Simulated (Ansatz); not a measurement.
Active spaces for C4H5N, triplet

Program: Ansatz, Gaussian basis, development build. Basis cc-pVTZ, nonrelativistic, 5 orbitals frozen in the corrections. State-specific CASSCF; RHF is the lowest restricted (open-shell) Hartree–Fock solution met. On stretched bonds single-reference methods can fail or change state. No symmetry is imposed, so a solution can break that of the shape. The lowest solution met needn't be the lowest there is, nor hold the orbitals that a chemist would pick.

Geometry:

```xyz
10

N     0.0000    0.1016    1.2472
C     0.0000   -1.0972    0.4091
C     0.0000   -0.6385   -1.0137
C     0.0000    0.7118   -0.9946
C     0.0000    1.1015    0.4145
H     0.8811   -1.7015    0.6601
H    -0.8811   -1.7015    0.6601
H     0.0000   -1.2886   -1.8811
H     0.0000    1.3882   -1.8416
H     0.0000    2.1263    0.7803
```

(1) What do CASSCF and its corrections give against RHF in CAS(4,4), and what are the occupations?

(2) How do single-reference totals in the same basis and frozen core stand against SC-NEVPT2 in CAS(4,4)?

(3) Roughly how much CPU time does a whole run from the default start take (median of such runs, summed over threads; nearly all runs on one pinned thread of a shared server, mostly Xeon at 2.3 to 2.6 GHz, by a development driver)?

Results:

(1) CASSCF -1.114 eV, SC-NEVPT2 -22.166 eV; occupations 1.87, 1.06, 0.94, 0.13.

(2) CCSD(T) -1.956 eV. Coupled cluster stands on the determinant that it favours, which can lie over the RHF solution above, and is in doubt where the occupations are far from 0, 1 and 2.

(3) CAS(4,4): about 3.1 min. Other jobs ran beside these, and the count of passes differs.
